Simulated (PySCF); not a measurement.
C5H11N.
Geometry (PBE0-D3(BJ)/def2-SVP, Å), atoms numbered from 1 in this order:
```xyz
17
C5H11N angstrom
C      2.6498    0.9233    0.4016
C      1.5407    0.1211   -0.1890
N      0.6650   -0.4564    0.5175
C     -0.3764   -1.2028   -0.1368
C     -1.7556   -0.6715    0.2410
C     -2.0164    0.7389   -0.2600
H      2.5745    0.9230    1.4969
H      3.6283    0.5133    0.1015
H      2.6156    1.9617    0.0325
H      1.5190    0.0501   -1.2998
H     -0.2631   -1.2019   -1.2437
H     -0.2998   -2.2522    0.1970
H     -1.8477   -0.7024    1.3394
H     -2.5153   -1.3636   -0.1596
H     -3.0149    1.0938    0.0370
H     -1.2763    1.4446    0.1478
H     -1.9567    0.7907   -1.3597
```

Method used: PySCF 2.14.0, density-fitted response routines, TDDFT PBE0/def2-SVPD, vertical, gas phase, core orbitals frozen in the response.

Kohn–Sham orbitals with the atoms that hold most of them (Löwdin shares over 4%, at most four atoms; ? is withheld):

```json
{"orbital": "HOMO-3", "ε (eV)": "-9.43", "atoms": "C5 26%, C6 23%, H14 16%, H16 13%"}
{"orbital": "HOMO-2", "ε (eV)": "-9.29", "atoms": "C5 25%, C6 15%, C4 15%, H13 14%"}
{"orbital": "HOMO-1", "ε (eV)": "-8.13", "atoms": "N3 32%, C2 23%, C4 12%, C5 7%"}
{"orbital": "HOMO", "ε (eV)": "?", "atoms": "?"}
{"orbital": "LUMO", "ε (eV)": "-0.03", "atoms": "?"}
{"orbital": "LUMO+1", "ε (eV)": "0.93", "atoms": "C1 15%, C6 14%, C2 12%, H9 7%"}
{"orbital": "LUMO+2", "ε (eV)": "1.27", "atoms": "C1 22%, H8 9%, H9 9%, C5 8%"}
```

Which atoms hold the LUMO, and with what shares?

C2 (bonded to C, N and H) 35%; N3 (bonded to 2 C) 33%; C1 (bonded to C and 3 H) 8%; H10 (bonded to C) 6%. By element: carbon 42% or more, nitrogen 33%, hydrogen 6% or more.

Which atoms hold the HOMO, and with what shares?

N3 (bonded to 2 C) 59%; C2 (bonded to C, N and H) 12%; C4 (bonded to C, N and 2 H) 11%; H10 (bonded to C) 6%. By element: nitrogen 59%, carbon 23% or more, hydrogen 6% or more.

What is the HOMO energy, and the HOMO–LUMO gap?

ε(HOMO) = -7.17 eV; the gap is 7.13 eV (0.2621 hartree).

How does S1 compare with the orbital gap of 7.13 eV?

S1 is at 5.15 eV (f = 0.0011), 1.99 eV below the gap, made of HOMO→LUMO (98%). 

One configuration dominates each of S1 and S2. Which, and how do the shares of the two leading atoms of either orbital change from the occupied to the empty one?

- S1 (5.15 eV, f 0.0011), HOMO→LUMO (98%): N3 59% → 33%, C2 12% → 35%
- S2 (7.05 eV, f 0.028), HOMO→LUMO+1 (82%): N3 59% → at most 7%, C2 12% → 12%, C1 at most 6% → 15%, C6 at most 6% → 14%

One conformer stands for the species.
